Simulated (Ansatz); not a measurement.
**H₃O (doublet): the correlation ladder at distance H1–H2 along a hydrogen transfer = 0.807 Å, 6-31G**

Aim: climb from Hartree-Fock through coupled cluster for H₃O (doublet) at one geometry and basis, and see what each rung misses.

The runs use Ansatz 0.2.0, Gaussian basis; 6-31G, core rule «outside noble gas», up to 1 orbitals frozen.

Plan: UHF; CCSD(T) on ROHF; CCSD(T) on UHF; BCCD(T) on ROHF; CISD; CCSDT(Q) on ROHF; CCSDT(Q) on UHF.

23 further runs of the same task are left out: 23 set aside as unsound or not needed.

## 1. What is computed

The geometry derives from fragments relaxed apart (PBE0/def2-TZVP) and kept rigid, so it is no stationary point. A hydrogen atom is moved between rigid fragments.

4 atoms, charge 0, spin multiplicity 2.

Atoms are counted from 1 here; the program's logs count them from 0.

Bond lengths: H1–H2 0.807 Å, H2–O3 1.145 Å, O3–H4 0.973 Å. Angles: H1–H2–O3 180.0°, H2–O3–H4 105.0°.

## 2. UHF

Input file in.yaml:

```yaml
crystal:
  periodic: [false, false, false]
  atoms:
    - {symbol: H, position_ang: [-1.801251, 0.049803, 0.000000]}
    - {symbol: H, position_ang: [-0.994251, 0.049803, 0.000000]}
    - {symbol: O, position_ang: [0.150749, 0.049803, 0.000000]}
    - {symbol: H, position_ang: [0.402608, -0.890147, 0.000000]}
basis:
  gaussian: {orbitals: 6-31G}
magnetization: {spin_polarized: true, initial_magnetization: 1}
hamiltonian: {xc: hf}
output: {orbitals: {seedname: orbitals}}
```

Run with:

```console
> ansatz run in.yaml --threads 1 --pin off --events-out ev --progress --plain --max-ram 2393MiB
```

Further steps of the session: CCSD(T) on ROHF; CCSD(T) on UHF; BCCD(T) on ROHF; CISD; CCSDT(Q) on ROHF; CCSDT(Q) on UHF.

Before running them: what should the planned runs give, taken together? Wanted: UCCSDT(Q) below the RHF energy; RMP2 from UCCSDT(Q); UMP2 from UCCSDT(Q); RCCSD from UCCSDT(Q); RCCSD(T) from UCCSDT(Q); UCCSD(T) from UCCSDT(Q); RCCSDT(Q) from UCCSDT(Q); T1 diagnostic.

The runs gave:

| quantity | value |
| --- | --- |
| UCCSDT(Q) below the RHF energy | -4.1877 eV |
| RMP2 from UCCSDT(Q) | +9.15 kcal/mol |
| UMP2 from UCCSDT(Q) | +10.39 kcal/mol |
| RCCSD from UCCSDT(Q) | +1.46 kcal/mol |
| RCCSD(T) from UCCSDT(Q) | +0.39 kcal/mol |
| UCCSD(T) from UCCSDT(Q) | +0.38 kcal/mol |
| RCCSDT(Q) from UCCSDT(Q) | -0.01 kcal/mol |
| levels within 1 kcal/mol (43 meV) | RCCSD(T), UCCSD(T), BCCD(T), RCCSDT, UCCSDT, RCCSDT(Q) |
| T1 diagnostic | 0.030 |

What this shows: RCCSD(T) misses by +0.39 kcal/mol, 0.4 % of the correlation energy. These misses are within one basis, not against nature; the frozen cores of restricted and unrestricted runs differ, which can shift their rows.
